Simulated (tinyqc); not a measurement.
Worked calculation: Pariser-Parr-Pople SCF with singles CI, for the molecule C=CC(=C)N=C (SMILES; centres numbered as the heavy atoms are written). One step of it, computed by the program tinyqc.

Question. Iteration 3: Fock matrix. F_rr = H_rr + P_rr gamma_rr / 2 + sum_(s != r) P_ss gamma_rs; F_rs = H_rs - P_rs gamma_rs / 2; E = tr P (H + F) / 2 + core repulsion sum_(r<s) z_r z_s gamma_rs.

P after iteration 2:
```
           1C         2C         3C         4C         5N         6C
1C   0.998111   0.922145   0.004911  -0.376691  -0.083995   0.014093
2C   0.922145   1.000973   0.378365   0.001861  -0.008810  -0.077062
3C   0.004911   0.378365   0.984528   0.836826   0.392103  -0.036738
4C  -0.376691   0.001861   0.836826   1.005934  -0.013384  -0.396094
5N  -0.083995  -0.008810   0.392103  -0.013384   1.140580   0.901263
6C   0.014093  -0.077062  -0.036738  -0.396094   0.901263   0.869874
```

core matrix H (eV):
```
            1C          2C          3C          4C          5N          6C
1C  -29.454881   -2.650000    0.000000    0.000000    0.000000    0.000000
2C   -2.650000  -32.546075   -2.650000    0.000000    0.000000    0.000000
3C    0.000000   -2.650000  -35.072817   -2.650000   -2.780000    0.000000
4C    0.000000    0.000000   -2.650000  -30.715672    0.000000    0.000000
5N    0.000000    0.000000   -2.780000    0.000000  -36.510029   -2.780000
6C    0.000000    0.000000    0.000000    0.000000   -2.780000  -29.529121
```

repulsion gamma_rs (eV):
```
           1C         2C         3C         4C         5N         6C
1C  11.130000   5.346287   3.872515   2.881136   3.573855   2.621087
2C   5.346287  11.130000   5.345539   3.871994   3.940988   2.881267
3C   3.872515   5.345539  11.130000   5.344569   5.477679   3.872515
4C   2.881136   3.871994   5.344569  11.130000   3.940614   3.517359
5N   3.573855   3.940988   5.477679   3.940614  12.300000   5.476893
6C   2.621087   2.881267   3.872515   3.517359   5.476893  11.130000
```

Centres (angstrom, eV; a flat drawing with bonds scaled to 1.40 angstrom):
```
centre          x          y  core charge z          W   gamma_rr
1C       2.100000   0.808000              1  11.160000  11.130000
2C       1.400000  -0.404000              1  11.160000  11.130000
3C       0.000000  -0.404000              1  11.160000  11.130000
4C      -0.700000  -1.617000              1  11.160000  11.130000
5N      -0.700000   0.808000              1  14.100000  12.300000
6C      -2.100000   0.808000              1  11.160000  11.130000
```

Give: F; pi energy.

Answer.

F (eV):
```
         1C       2C       3C       4C       5N       6C
1C  -5.4818  -5.1150  -0.0095   0.5426   0.1501  -0.0185
2C  -5.1150  -5.4803  -3.6613  -0.0036   0.0174   0.1110
3C  -0.0095  -3.6613  -5.3854  -4.8862  -3.8539   0.0711
4C   0.5426  -0.0036  -4.8862  -5.5501   0.0264   0.6966
5N   0.1501   0.0174  -3.8539   0.0264  -7.8624  -5.2481
6C  -0.0185   0.1110   0.0711   0.6966  -5.2481  -5.5904
```

pi energy = -79.4357 eV
